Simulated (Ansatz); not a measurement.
CsCdBO₃ (P2₁3, No. 198; cell taken from a computed entry), treated with r²SCAN in Ansatz (PAW).

Numerical settings: plane-wave cutoff 560 eV, 6×6×6 k mesh, Fermi–Dirac smearing 0.01 eV, scalar-relativistic PAW data made under PBE.

Cell (relaxed with PBEsol):

```cif
data_B4Cd4Cs4O12
_chemical_formula_sum 'Cs4 Cd4 B4 O12'
_space_group_name_H-M_alt 'P 1'
_space_group_IT_number 1
_cell_length_a 7.47557
_cell_length_b 7.47557
_cell_length_c 7.47557
_cell_angle_alpha 90.000
_cell_angle_beta 90.000
_cell_angle_gamma 90.000
loop_
_space_group_symop_operation_xyz
  'x, y, z'
loop_
_atom_site_label
_atom_site_type_symbol
_atom_site_fract_x
_atom_site_fract_y
_atom_site_fract_z
_atom_site_occupancy
Cs1 Cs 0.63778 0.13778 0.36222 1
Cs2 Cs 0.86222 0.86222 0.86222 1
Cs3 Cs 0.13778 0.36222 0.63778 1
Cs4 Cs 0.36222 0.63778 0.13778 1
Cd1 Cd 0.64610 0.35390 0.85390 1
Cd2 Cd 0.85390 0.64610 0.35390 1
Cd3 Cd 0.14610 0.14610 0.14610 1
Cd4 Cd 0.35390 0.85390 0.64610 1
B1 B 0.59652 0.59652 0.59652 1
B2 B 0.90348 0.40348 0.09652 1
B3 B 0.09652 0.90348 0.40348 1
B4 B 0.40348 0.09652 0.90348 1
O1 O 0.52709 0.08585 0.76552 1
O2 O 0.97291 0.91415 0.26552 1
O3 O 0.02709 0.41415 0.23448 1
O4 O 0.47291 0.58585 0.73448 1
O5 O 0.76552 0.52709 0.08585 1
O6 O 0.26552 0.97291 0.91415 1
O7 O 0.23448 0.02709 0.41415 1
O8 O 0.73448 0.47291 0.58585 1
O9 O 0.08585 0.76552 0.52709 1
O10 O 0.91415 0.26552 0.97291 1
O11 O 0.41415 0.23448 0.02709 1
O12 O 0.58585 0.73448 0.47291 1
```

### Question
Predict the band gap, smallest direct gap on the k points sampled and direct gap at Γ.

### Answer

- band gap = 2.41 eV
- smallest direct gap on the k points sampled = 2.61 eV
- direct gap at Γ = 2.64 eV

Note: cell and atoms aren't relaxed at this level (largest force component 0.20 eV/Å, pressure 0.3 GPa).

Spin–orbit coupling is not included.

Static lattice: no zero-point or thermal effects.

It cost very roughly 10 core-minutes of CPU time.

Ansatz is an electronic-structure program.
